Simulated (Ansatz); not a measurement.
The input, for Ansatz 0.2.0:

```yaml
crystal:
  periodic: [false, false, false]
  atoms:
    - {symbol: In, position_ang: [0.000000, 0.029216, -0.036794]}
    - {symbol: H, position_ang: [0.000000, -3.138360, -0.469543]}
    - {symbol: H, position_ang: [0.384545, -0.094858, 2.330410]}
    - {symbol: H, position_ang: [-0.384545, -0.094858, 2.330410]}
basis:
  gaussian: {orbitals: def2-SVP}
magnetization: {spin_polarized: true, initial_magnetization: 2}
hamiltonian: {xc: {name: B2PLYP}}
correlation: {electrons: outside_noble_gas}
```

```sh
$ ansatz run in.yaml --threads 1 --pin off --events-out ev --progress --plain --max-ram 2393MiB
```

Problem. Roughly how long does this take on 1 thread of AMD EPYC, shared host, and how much host memory?

Solution. 5.5 s wall and 0.11 GiB.

```
494 factors; integrals over basis functions are off by at most 6.0e-4 eV
mean field evaluation 1: about -5209.6066 eV, gradient 4.5e0 eV
mean field evaluation 2: about -5209.6171 eV, gradient 4.4e0 eV
mean field evaluation 4: about -5210.0503 eV, gradient 5.8e-1 eV
mean field evaluation 8: about -5210.0592 eV, gradient 1.5e-2 eV
mean field evaluation 16: about -5210.0592 eV, gradient 1.2e-4 eV
mean field evaluation 32: about -5209.3831 eV, gradient 2.7e0 eV
mean field -5210.05924573 eV, -191.4661457755 hartree, gradient 5.8e-6 eV, S^2 2.005776; 4 other end points of the search recorded, 0 dependent functions left out
9 core orbitals not correlated: weight in the atoms' cores, before any rotation towards them, 0.998 or more for the frozen orbitals, at most 0.002 for the correlated occupied ones
reference -5210.05939252 eV, -191.4661511700 hartree; 4, 2 occupied and 28, 30 virtual orbitals, 494 factors
second order -1.90769430 eV of doubles, -0.00000000 eV of singles
Total energy: -5210.57446998 eV, -191.4850799176 hartree
```
